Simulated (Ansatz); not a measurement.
**N2H4, singlet in cc-pVDZ: errors against RCCSDTQ**

Geometry: MP2(full)/6-31G*, from the G2/97 set.

```xyz
6

N     0.0000    0.7190   -0.0440
N     0.0000   -0.7190   -0.0440
H     0.2111    1.0928    0.8816
H    -0.9482    1.0050   -0.2704
H    -0.2111   -1.0928    0.8816
H     0.9482   -1.0050   -0.2704
```

Basis cc-pVDZ; Ansatz 0.2.0. Correlated methods freeze the noble-gas cores, which leaves 14 electrons in 46 orbitals. Prefix R: restricted or restricted open-shell reference. Active spaces: valence = (14e, 12o) chosen from the atoms' valence shells.

Full CI isn't at hand for all of this; RCCSDTQ serves as the reference, and is uncertain by about the last step of the cluster series.

```
UHF ⟨S²⟩                          : 0.000
T1 diagnostic (RCCSD)             : 0.0066
largest doubles amplitude (RCCSD) : 0.045
```

| level | E − E(RCCSDTQ) (kcal/mol) | share of correlation (%) | wall time |
| --- | --- | --- | --- |
| RHF | 242.10 | 0.00 | – |
| RMP2 | 21.99 | 90.92 | – |
| CISD | 25.77 | 89.36 | 1.2 s |
| RCCSD | 6.27 | 97.41 | – |
| RCCSD(T) | 0.73 | 99.70 | 0.46 s |
| BCCD(T) | 0.73 | 99.70 | 0.58 s |
| RCCSDT | 0.47 | 99.80 | – |
| RCCSDT(Q) | -0.04 | 100.02 | 16 s |
| CASSCF (valence space) | 157.70 | 34.86 | – |
| NEVPT2 (valence space) | 28.37 | 88.28 | 2.5 s (H100) |
| MRCISD (valence space) | 10.61 | 95.62 | – |
| MRCISD+Q (valence space) | 0.72 | 99.70 | 5 s (H100) |

The correlation energy at RCCSDTQ, counted from RHF, is -10.498 eV. That run took 15 s on 5 threads of AMD EPYC 7R13 with a whole H100 80 GB, shared host.

Times hold each run's SCF and search for its determinant on a shared host, so for small cases they say little of a method's own cost; rows without a card ran on 1 thread of AMD EPYC 7R13.

Natural occupations of CASSCF (valence space) about the gap: 1.980 1.979 1.976 1.976 1.968 0.034 0.024 0.024 0.023 0.022; effectively unpaired electrons, Σ n²(2−n)², 0.02.

Atomization energy (electronic, same basis, no zero-point term; atoms at the same level, unrestricted beside the R rows where the molecule is a closed shell, with restricted open-shell steps beyond CCSDT(Q)) at RCCSDTQ: 1620.6 kJ/mol. Errors of other levels:

```tsv
level	error (kJ/mol)
RHF	-553.2
RMP2	-3.7
CISD	-99.8
RCCSD	-22.0
RCCSD(T)	-2.2
BCCD(T)	-1.8
RCCSDT	-1.8
RCCSDT(Q)	0.2
CASSCF (valence space)	-185.9
NEVPT2 (valence space)	-22.0
MRCISD (valence space)	-35.8
MRCISD+Q (valence space)	-8.8
```

This basis is far from its limit, so the value isn't to be set against a measured one. Truncated CI isn't size-consistent, which counts against it in atomization.
